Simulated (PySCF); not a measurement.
# Electric properties by functional and basis

C2H6.
InChI=1S/C2H6/c1-2/h1-2H3

PySCF, dipoles from the SCF density, polarisabilities from static response with core orbitals frozen. Isolated species at its PBE0-D3(BJ)/def2-SVP geometry, gas phase.

**Question.** How do dipole and polarisability depend on functional and basis here?

**Answer.** 

| level | α (Å³) | error (%) | anisotropy (Å³) |
| --- | --- | --- | --- |
| PBE0/def2-SVPD | 4.22 | -0.2 | 0.53 |
| BHandHLYP/def2-SVPD | 4.14 | -2.1 | 0.48 |
| CAM-B3LYP/def2-SVPD | 4.22 | -0.1 | 0.50 |
| wB97X-D/def2-SVPD | 4.21 | -0.4 | 0.50 |
| LC-wPBE/def2-SVPD | 4.11 | -2.8 | 0.47 |
| PBE0/6-31G* | 3.42 | -19.0 | 0.23 |
| PBE0/6-31+G* | 3.69 | -12.7 | 0.33 |
| PBE0/def2-SVP | 3.55 | -15.9 | 0.35 |
| PBE0/def2-TZVP | 4.04 | -4.5 | 0.44 |
| PBE0/aug-cc-pVDZ | 4.31 | +2.0 | 0.57 |
| PBE0/def2-TZVPD | 4.30 | +1.8 | 0.58 |
| PBE0/aug-cc-pVTZ | 4.33 | +2.5 | 0.59 |

Reference polarisability: 4.226 Å³ (measured, gas; NIST CCCBDB Release 22 (SRD 101), experimental polarizabilities). The anisotropy is √(½[(α1 − α2)² + (α2 − α3)² + (α3 − α1)²]). For the polarisability, the smallest error is 0.1% (CAM-B3LYP/def2-SVPD) and the largest 19.0% (PBE0/6-31G*). The dipole stays under 0.05 D at every level. In one basis (def2-SVPD) the functionals order the polarisability from LC-wPBE (lowest) to CAM-B3LYP (highest), a spread of 3%. With PBE0 the polarisability is 3.67 Å³ without diffuse functions (mean of 6-31G*, def2-SVP and def2-TZVP) and 4.17 Å³ with them (mean of 6-31+G*, def2-SVPD, aug-cc-pVDZ, def2-TZVPD and aug-cc-pVTZ). Measured values can belong to vibrating molecules and may average over conformers; the computed ones are for one fixed geometry.
